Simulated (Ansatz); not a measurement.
**How far each method lies from UCCSDT(Q) for SeF⁺, triplet**

Geometry: that of the SeF, doublet, kept fixed.

```xyz
2

F     0.0000    0.0000    0.0000
Se    0.0000    0.0000    1.7375
```

Basis cc-pVDZ; Ansatz 0.2.0. Correlated methods freeze the noble-gas cores and the filled d shells of p-block atoms, which leaves 12 electrons in 26 orbitals. Prefix R: restricted or restricted open-shell reference; prefix U: unrestricted. Active spaces: valence = (12e, 8o) chosen from the atoms' valence shells. No spin–orbit coupling is included, and no scalar relativity.

Full CI isn't at hand for all of this; UCCSDT(Q) serves as the reference, and is uncertain by about the last step of the cluster series. The frozen core follows each run's orbitals, which can shift R against U totals by a few meV for light atoms and by up to 0.1 eV past Ca.

The UHF ⟨S²⟩ is 2.016 and the T1 diagnostic (RCCSD) is 0.0308. The largest doubles amplitude (RCCSD) is 0.088 and the T1 diagnostic (UCCSD) is 0.0284.

From what is known of these methods and the diagnostics, rank them by the size of their error in total energy against UCCSDT(Q) in cc-pVDZ, smallest first (an estimate: the text doesn't fix the numbers).
A. UCCSDT
B. UHF
C. UMP2
D. UCCSD
E. UCCSD(T)

A (2.7 kJ/mol), E (5.4 kJ/mol), D (25.2 kJ/mol), C (62.2 kJ/mol), B (776.2 kJ/mol).

All errors are against UCCSDT(Q) in cc-pVDZ. Within each family the higher level lies nearer, as is usual though not guaranteed.

Natural occupations of CASSCF (valence space) about the gap: 1.988 1.988 1.941 1.012 1.012 0.063; effectively unpaired electrons, Σ n²(2−n)², 2.03.
